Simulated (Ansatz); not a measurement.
```yaml
crystal:
  periodic: [false, false, false]
  atoms:
    - {symbol: Be, position_ang: [0.000000, 0.000000, 0.000000]}
    - {symbol: S, position_ang: [0.000000, 0.000000, 1.879834]}
    - {symbol: S, position_ang: [0.000000, 0.000000, -1.879834]}
basis:
  gaussian: {orbitals: def2-TZVP}
magnetization: {spin_polarized: true, initial_magnetization: 2}
hamiltonian: {xc: pbe0}
relax: {f_tol: 0.004, max_steps: 80}
```

```sh
$ ansatz run in.yaml --threads 1 --pin off --events-out ev --progress --plain --max-ram 2176MiB
```

Steps of the relaxation (energy above the last step; positions in Å, forces in eV/Å):

```
3
step 1, 1.9 meV
Be    0.000    0.000    0.000    0.000    0.000    0.000
S     0.000    0.000    1.880    0.000    0.000    0.174
S     0.000    0.000   -1.880    0.000    0.000   -0.174
```

```
3
step 2, 0.5 meV
Be    0.000    0.000    0.000    0.000    0.000    0.000
S     0.000    0.000    1.885    0.000    0.000    0.087
S     0.000    0.000   -1.885    0.000    0.000   -0.087
```

```
3
step 3, 0.0 meV
Be    0.000    0.000    0.000    0.000    0.000    0.000
S     0.000    0.000    1.891    0.000    0.000    0.001
S     0.000    0.000   -1.891    0.000    0.000   -0.001
```

Close pairs at the end: Be1–S3 1.891 Å, Be1–S2 1.891 Å.

A stationary point of unrestricted PBE0 after 3 steps, with ⟨S²⟩ = 2.014 against 2.00 for a pure state; no frequencies were run, so it isn't proven a minimum. 59 s on 1 thread of Arm Neoverse N1, shared host.
